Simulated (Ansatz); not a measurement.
# AlH₄ (doublet): wave-function methods side by side at distance Al1–H5 = 2.579 Å, 6-31G

How much of the correlation energy of AlH₄ (doublet) does each wave-function method recover here?

Computed with Ansatz 0.2.0, Gaussian basis. Level: 6-31G, core rule «outside noble gas», up to 5 orbitals frozen.

Plan: UHF; CCSD(T) on ROHF; CCSD(T) on UHF; BCCD(T) on ROHF; CISD; CCSDT(Q) on ROHF; CCSDT(Q) on UHF; CCSDTQ on ROHF; CCSDTQ on UHF; CASSCF and MRCISD+Q, 3 electrons in 3 orbitals; CASSCF and NEVPT2, 3 electrons in 3 orbitals; CASSCF and MRCISD+Q, 7 electrons in 8 orbitals; CASSCF and NEVPT2, 7 electrons in 8 orbitals; Full CI.

32 further runs of the same task are left out: 8 for a known fault of the program, 2 for a mislabelled method, 17 that didn't finish, 5 set aside as unsound or not needed.

### 1 What is computed

The geometry derives from a PBE0/def2-TZVP stationary point (not a proven minimum). One bond is set to the value named and the two fragments are kept rigid.

5 atoms, charge 0, spin multiplicity 2.

Atoms are counted from 1 here; the program's logs count them from 0.

Bond lengths: Al1–H4 1.595 Å, H2–H3 0.766 Å.

### 2 UHF

File in.yaml:

```yaml
crystal:
  periodic: [false, false, false]
  atoms:
    - {symbol: Al, position_ang: [-0.075844, 0.027800, -0.131436]}
    - {symbol: H, position_ang: [0.432745, 0.029455, 1.987104]}
    - {symbol: H, position_ang: [-0.333043, 0.018747, 1.957721]}
    - {symbol: H, position_ang: [0.717324, 1.410963, -0.187465]}
    - {symbol: H, position_ang: [1.213234, -2.203334, -0.238964]}
basis:
  gaussian: {orbitals: 6-31G}
magnetization: {spin_polarized: true, initial_magnetization: 1}
hamiltonian: {xc: hf}
output: {orbitals: {seedname: orbitals}}
```

Launch:

```bash
ansatz run in.yaml --threads 1 --pin off --events-out ev --progress --plain --max-ram 2393MiB
```

Further steps of the session: CCSD(T) on ROHF; CCSD(T) on UHF; BCCD(T) on ROHF; CISD; CCSDT(Q) on ROHF; CCSDT(Q) on UHF; CCSDTQ on ROHF; CCSDTQ on UHF; CASSCF and MRCISD+Q, 3 electrons in 3 orbitals; CASSCF and NEVPT2, 3 electrons in 3 orbitals; CASSCF and MRCISD+Q, 7 electrons in 8 orbitals; CASSCF and NEVPT2, 7 electrons in 8 orbitals; Full CI.

Before running them: what should the planned runs give, taken together? Wanted: FCI below the RHF energy; RMP2 from FCI; UMP2 from FCI; RCCSD from FCI; RCCSD(T) from FCI; UCCSD(T) from FCI; RCCSDT(Q) from FCI; UCCSDT(Q) from FCI; NEVPT2 pair from FCI.

As calculated:

| quantity | value |
| --- | --- |
| FCI below the RHF energy | -2.5667 eV |
| RMP2 from FCI | +992.2 meV |
| UMP2 from FCI | +923.6 meV |
| RCCSD from FCI | +73.5 meV |
| RCCSD(T) from FCI | +24.7 meV |
| UCCSD(T) from FCI | +27.6 meV |
| RCCSDT(Q) from FCI | +0.5 meV |
| UCCSDT(Q) from FCI | +0.6 meV |
| NEVPT2 pair from FCI | +534.6 meV |
| MRCISD+Q pair from FCI | -1.1 meV |
| NEVPT2 valence from FCI | +158.5 meV |
| levels within 1 kcal/mol (43 meV) | RCCSD(T), UCCSD(T), BCCD(T), RCCSDT, UCCSDT, RCCSDT(Q), UCCSDT(Q), RCCSDTQ, UCCSDTQ, MRCISD+Q pair, MRCISD valence, MRCISD+Q valence |
| T1 diagnostic | 0.046 |
| effectively unpaired electrons | 1.16 |

In words: RCCSD(T) lands +24.7 meV from the yardstick (1.0 % of the correlation energy). The occupations are near whole numbers, but T1 = 0.046 shows that the orbitals relax strongly. Of the multireference levels listed MRCISD+Q pair comes nearest in total energy (-1.1 meV), which doesn't show that its space is the better one. These misses are within one basis, not against nature; the frozen cores of restricted and unrestricted runs differ, which can shift their rows.
